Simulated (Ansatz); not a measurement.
## Ansatz (development build ahead of 0.2.0) run

```yaml
crystal:
  periodic: [false, false, false]
  atoms:
    - { symbol: H, position_ang: [0.0, 0.0, 0.0] }
    - { symbol: F, position_ang: [0.0, 0.0, 1.216] }
basis:
  gaussian: { orbitals: cc-pVTZ }
total_charge: 1
magnetization:
  spin_polarized: true
  initial_magnetization: 1
hamiltonian:
  xc: hf
correlation:
  method: ccsd_t
  frozen_orbitals: { F: 1, H: 0 }
```

The input is written out in the form of the current development build from the run's settings.

Results

```json
{
  "Converged": "yes",
  "Reference energy": "-99.51418 hartree",
  "CCSD correlation energy": "-0.22064 hartree",
  "Triples correction": "-0.00467 hartree",
  "Total energy": "-99.73949 hartree",
  "Spin squared of the determinant": "0.758"
}
```
